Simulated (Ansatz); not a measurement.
We consider fluorite SrCl₂, described by PBE in Ansatz (plane waves, PAW).

The input as run:

Ansatz 0.2 input:
```yaml
crystal:
  lattice:
    - [0.0, 3.5896299757, 3.5896299757]
    - [3.5896299757, 0.0, 3.5896299757]
    - [3.5896299757, 3.5896299757, 0.0]
  atoms:
    - { symbol: Sr, position: [0.0, 0.0, 0.0] }
    - { symbol: Cl, position: [0.25, 0.25, 0.25] }
    - { symbol: Cl, position: [0.75, 0.75, 0.75] }
basis:
  ecutwfc: 520
  ecutrho_ratio: 4
  xc_grid: 2
kpoints:
  mp_grid: { grid: [8, 8, 8] }
hamiltonian:
  xc: pbe
  dispersion: none
  pseudopotentials: { kind: paw }
scf:
  occupations: { method: fermi_dirac, width: 0.01 }
  convergence: { dr2_threshold: 0.0000000003 }
output:
  forces: true
  stress: true
  eigenvalues: true
```

From the output:

```
Crystal: 3 atoms, lattice volume = 92.508 Å³
Basis set: ecut = 520 eV, 2445 PW (Γ), exchange–correlation on 80×80×80 points (8 copies of the dense FFT grid, shifted against one another)
Bands: 16, of which v1, the nominal top of the filled ones, is band 12 counted from 1 (11 counted from 0)
Symmetry: 48 space group operations
Space group: Fm-3m (ITA 225), of the structure as read, at distance tolerance 4.5e-5 Å
k-points: 29 of 512
Functional: x = pbe(κ = 0.804, μ = 0.2195149727645171), c = pbe(β = 0.06672455060314922)
SCF iter   1: F=—  HF=-5710.701332 eV  |F-HF|=—  |Δ(HF+E_count)|=         —  Δρ=3.87e-4  dr2=1.16e-4
SCF iter   2: F=—  HF=-5710.702500 eV  |F-HF|=—  |Δ(HF+E_count)|=   1.17e-3  Δρ=2.14e-4  dr2=2.89e-5
  ...
SCF iter   7: F=—  HF=-5710.702542 eV  |F-HF|=—  |Δ(HF+E_count)|=   1.31e-8  Δρ=1.06e-6  dr2=9.45e-10
SCF iter   8: F=-5710.702542 eV  HF=-5710.702542 eV  |F-HF|=2.73e-12  |Δ(HF+E_count)|=  7.28e-12  Δρ=1.42e-7  dr2=1.30e-11
SCF 1 converged in 8 iterations: F = -5710.702542 eV  dr2 = 1.30e-11
SCF converged after 8 iterations
Free energy (F): -5710.702542 eV
Internal energy: -5710.702542 eV  (E = F + TS)
E sigma→0 (E₀):  -5710.702542 eV
Fermi energy:    4.837844 eV
--- Forces (eV/Å), atoms counted from 1 ---
  atom   1  Sr    -0.00000000     0.00000000    -0.00000000
  atom   2  Cl     0.00000000     0.00000000    -0.00000000
  atom   3  Cl     0.00000000    -0.00000000     0.00000000
--- Stress (GPa, compression-positive) ---
       -1.719125       0.000000      -0.000000
       -0.000000      -1.719125       0.000000
       -0.000000      -0.000000      -1.719125
  P = ⅓ Tr σ = -1.7191 GPa (-17.191 kbar)
```

The cell is one volume of an energy–volume scan, off the minimum.

It cost very roughly 3 core-seconds of CPU time.

Ansatz is a quantum-chemistry and plane-wave program.
